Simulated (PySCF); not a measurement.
# CH5NSi: the cost of one run

Computed with PySCF 2.14.0, with density-fitted response routines of our own, on a single molecule in the gas phase. Atoms are numbered from 0 throughout.

### 1 Starting geometry

8 atoms, charge 0, multiplicity 1; geometry from: PBE0-D3(BJ)/def2-SVP.

Bonds of the start (Å): C0–N1 1.26, N1–Si2 1.76, C0–H3 1.11, C0–H4 1.11, Si2–H5 1.49, Si2–H6 1.49, Si2–H7 1.50.

### 2 Ultraviolet spectrum: wB97X-D/def2-SVPD

Job settings and geometry (Å):

```
{"job": {"kind": "uv", "xc": "wB97X-D", "basis": "def2-SVPD", "ip": true}, "charge": 0, "multiplicity": 1}
C      1.531166    -0.063050     0.005319
N      0.472305    -0.406723     0.598448
Si    -1.153020    -0.009318     0.065794
H      1.565626     0.533945    -0.933169
H      2.519777    -0.352662     0.409615
H     -1.813718     0.773409     1.149028
H     -1.895416    -1.285127    -0.142021
H     -1.164719     0.789399    -1.207412
```

Method: TDDFT wB97X-D/def2-SVPD, vertical, gas phase, core orbitals frozen in the response.

Run with:

```
> OMP_NUM_THREADS=1 python probes_run.py task.json out
```

The driver reads the jobs from task.json and runs them one after another.

Q: Estimate the wall time and peak memory of this first job on 1 thread of Arm Neoverse V1, shared host.

About 11 s, with a peak of 0.47 GiB.
